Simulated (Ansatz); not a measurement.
**SiH₃Cl + SiH₃ radical: a complex and its separated parts**

The complex below is one end of an elementary step. How strongly is it bound against its free parts?

Computed with Ansatz 0.2.0, Gaussian basis. Level: PBE0-D4/def2-TZVP structures, single points in def2-TZVPP, no counterpoise correction.

Levels: SPW92, PBE-D4, BLYP-D4, r2SCAN-D4, B97M-V, PBE0-D4, B3LYP-D4, r2SCAN0-D4, BHLYP-D4, CAM-B3LYP-D4, wB97X-V, wB97M-V, B2PLYP, PBE-QIDH, RPA on PBE, Hartree-Fock, MP2, CCSD, CCSD(T).

Correlated methods freeze the cores. Orbitals are unrestricted. B3LYP uses VWN-RPA correlation. B2PLYP carries no dispersion term here.

20 further runs of the same task are left out: 20 set aside as unsound or not needed.

## Step 1: Starting geometry

The complex: 9 atoms, charge 0, spin multiplicity 2.

Atoms are counted from 1 here; the program's logs count them from 0.

Bond lengths: Cl1–Si2 2.054 Å, Si2–H4 1.481 Å, Si2–H5 1.481 Å, Si2–H6 1.481 Å, Si3–H7 1.486 Å, Si3–H8 1.486 Å, Si3–H9 1.486 Å. Angles: Cl1–Si2–H4 108.5°, Cl1–Si2–H5 108.5°, Cl1–Si2–H6 108.5°, H4–Si2–H5 110.4°, H4–Si2–H6 110.4°, H5–Si2–H6 110.4°, H7–Si3–H8 111.1°, H7–Si3–H9 111.1°, H8–Si3–H9 111.1°.

Coordinates:

```
Cl   -0.53795    0.59161   -0.30655
Si   -1.84539    1.99064   -1.05054
Si    1.98855   -2.14604    1.13227
H    -2.11300    1.67576   -2.47249
H    -3.09850    1.92924   -0.26401
H    -1.22383    3.32895   -0.92679
H     3.26729   -2.01760    0.38579
H     2.18348   -1.86699    2.57901
H     1.37955   -3.48557    0.92332
```

Its parts: SiH₃Cl holds atoms 1, 2, 4, 5, 6; SiH₃ radical holds atoms 3, 7, 8, 9. Each part counts its atoms afresh in its own runs.

## Step 2: Relaxing SiH₃Cl alone

File relax-a/in.yaml:

```yaml
crystal:
  periodic: [false, false, false]
  atoms:
    - {symbol: Cl, position_ang: [-0.537945, 0.591611, -0.306554]}
    - {symbol: Si, position_ang: [-1.845387, 1.990638, -1.050544]}
    - {symbol: H, position_ang: [-2.112998, 1.675763, -2.472491]}
    - {symbol: H, position_ang: [-3.098503, 1.929235, -0.264014]}
    - {symbol: H, position_ang: [-1.223833, 3.328949, -0.926786]}
basis:
  gaussian: {orbitals: def2-TZVP}
hamiltonian: {xc: pbe0, dispersion: d4}
relax: {f_tol: 0.005, max_steps: 200}
```

No record of the launch command was kept for these runs.

Further steps of the session: Relaxing SiH₃ radical alone; wB97M-V/def2-TZVPP; CCSD(T)/def2-TZVPP; Vibrations of SiH₃Cl; Vibrations of SiH₃ radical.

**Question.** What will these runs give? Wanted: complex less parts, CCSD(T)/def2-TZVPP; with zero-point energy; largest T1 diagnostic.

The runs gave:

```
                              quantity         value
complex less parts, CCSD(T)/def2-TZVPP  -0.74 kJ/mol
                with zero-point energy  -0.45 kJ/mol
                 largest T1 diagnostic         0.016
```

In words: At CCSD(T) the complex lies 0.74 kJ/mol below its parts. wB97M-V is the best functional here (-0.34 kJ/mol from CCSD(T)); SPW92 is the worst (-4.24 kJ/mol). Mean unsigned error by rung: LDA 4.24, GGA 2.82, meta-GGA 1.88, hybrid 2.08, range-separated hybrid 0.98, double hybrid 0.68 kJ/mol. PBE-D4 gives a relative energy 2.92 kJ/mol too low, an error of 395 % of the reference. The complex's frequency run has imaginary modes: the structure is no minimum, so both the energy and the zero-point correction are in doubt. No counterpoise was applied, and triple zeta lacks some correlation, so the CCSD(T) reference has a basis error of its own, and close matches with it are partly luck.
